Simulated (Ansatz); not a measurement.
Cost against result

The pair of HCl (SMILES Cl, atoms 1–2) and C₂H₆ (SMILES CC, atoms 3–10), both closed shells, in one local arrangement (a lower one may exist), relaxed at PBE0-D4/def2-TZVP:

```
10
angstrom
Cl -0.7308 0.6993 -3.0183
H -0.0040 0.2749 -2.0518
C 0.7328 -0.3300 0.2878
C -0.5545 0.0891 0.9760
H 1.4625 -0.7202 1.0008
H 0.5567 -1.1227 -0.4464
H 1.2104 0.5139 -0.2202
H -1.2836 0.4809 0.2628
H -0.3699 0.8688 1.7182
H -1.0197 -0.7540 1.4912
```

Interaction energies are counterpoise-corrected; the time is that of the whole pair.

Ansatz 0.2.0; basis: as named in each row; cores frozen in the correlated methods. B3LYP uses VWN-RPA correlation. Extrapolation: Hartree–Fock as exp(−7.88 √X), correlation as X^−2.97.

Times are rough, for one single point on 4 threads of a shared host (Arm Neoverse V2).

The estimate by CCSD(T) at an estimated basis limit (MP2 extrapolated from triple and quadruple zeta, plus CCSD(T) − MP2 in triple zeta) is -1.46 kcal/mol.

```tsv
method	basis	time (s)	interaction energy (kcal/mol)	method less estimate
HF	STO-3G	under 1	1.10	2.56
PBE-D4	STO-3G	under 1	-1.17	0.29
SPW92	def2-SVP	under 1	-2.49	-1.04
B3LYP-D4	6-31G	under 1	-1.37	0.08
PBE-D4	def2-SVP	under 1	-1.45	0.01
PBE0-D4	def2-SVP	under 1	-1.25	0.21
CCSD(T)	def2-SVP	1	0.10	1.56
PBE-D4	def2-TZVPPD	2	-1.70	-0.24
revPBE-D4	def2-TZVPPD	2	-1.25	0.21
wB97M-V	def2-SVP	2	-0.84	0.62
BLYP-D4	def2-TZVPPD	2	-1.16	0.29
PBE0-D4	def2-TZVPPD	2	-1.54	-0.08
B3LYP-D4	def2-TZVPPD	2	-1.29	0.16
HSE06-D4	def2-TZVPPD	2	-1.53	-0.08
r2SCAN-D4	def2-TZVPPD	3	-1.51	-0.05
B2PLYP	def2-TZVPPD	4	-0.58	0.88
wB97X-V	def2-TZVPPD	6	-1.36	0.10
wB97M-V	def2-TZVPPD	6	-1.34	0.11
B97M-V	def2-TZVPPD	7	-1.44	0.01
MP2	def2-QZVPPD	18	-1.53	-0.07
CCSD(T)	def2-TZVPPD	71	-1.18	0.27
```

T1 diagnostic: at most 0.008.
